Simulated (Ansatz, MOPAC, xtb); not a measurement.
Barrier height from Cl− + CH3Cl (SMILES CCl) to the transition structure CH3Cl2, without zero-point energy, on the benchmark's geometries as Psi4's copy of the set gives them.
Transition structure (charge -1, multiplicity 1):
```xyz
6

Cl     2.32258    -0.00013     0.00014
C     -0.00009     0.00049    -0.00051
H      0.00008    -0.74429    -0.76760
H     -0.00032    -0.29144     1.02802
H      0.00008     1.03722    -0.26196
Cl    -2.32254    -0.00013     0.00013
```

Open shells are unrestricted; no spin–orbit coupling.

The state that PM3 reach isn't checked.

Programs: Ansatz (a first-principles code) with Gaussian orbitals; MOPAC for PM3 (differences of heats of formation); xtb for the GFN methods. Values without a source in brackets are computed.

Problem. One of these levels gives -3.30 kcal/mol for the barrier height. Which one is it?
A) GFN1-xTB
B) HF/aug-cc-pV(D+d)Z
C) PM3
D) PBE/def2-TZVPPD

Solution. D, PBE/def2-TZVPPD. The others give 4.64 (PM3), 12.08 (GFN1-xTB), 6.71 (HF/aug-cc-pV(D+d)Z)
